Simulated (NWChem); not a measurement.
# thiophene (C4H4S); SMILES c1ccsc1

Program: NWChem. Pople sets run with spherical d functions. B3LYP is NWChem's, with the RPA form of VWN correlation. Each level has its own optimisation; frequencies are unscaled. Brackets give each atom's bonded neighbours.

| level | r C–C [C(CCH)–C(CCH)] (Å) | r C–C [C(CCH)–C(CHS)] (Å) | r C–H [C(CCH)–H(C)] (Å) | r C–S (Å) | highest harmonic frequency (cm⁻¹) | lowest (cm⁻¹) | zero-point energy (kcal/mol) | dipole (D) |
|---|---|---|---|---|---|---|---|---|
| Hartree-Fock/STO-3G | 1.454 | 1.335 | 1.080 | 1.732 | 3770 | 496 | 49.3 | 0.10 |
| Hartree-Fock/3-21G | 1.448 | 1.335 | 1.069 | 1.797 | 3466 | 471 | 45.4 | 1.34 |
| Hartree-Fock/6-31G* | 1.437 | 1.346 | 1.073 | 1.725 | 3444 | 484 | 45.2 | 0.89 |
| B3LYP/6-31G* | 1.430 | 1.368 | 1.085 | 1.735 | 3274 | 453 | 42.0 | 0.63 |
| LDA (Slater exchange, VWN5)/def2-SVP | 1.418 | 1.374 | 1.101 | 1.713 | 3184 | (withheld) | 40.8 | 0.32 |
| PBE/def2-SVP | 1.430 | 1.382 | 1.099 | 1.732 | 3191 | 451 | 40.7 | 0.37 |
| BLYP/def2-SVP | 1.437 | 1.383 | 1.098 | 1.748 | 3170 | 446 | 40.4 | 0.32 |
| PBE0/def2-SVP | 1.424 | 1.370 | 1.091 | 1.717 | 3280 | 468 | 42.2 | 0.46 |

### Question
Some entries are withheld; supply them.

### Answer

- LDA (Slater exchange, VWN5)/def2-SVP, lowest (cm⁻¹): 462
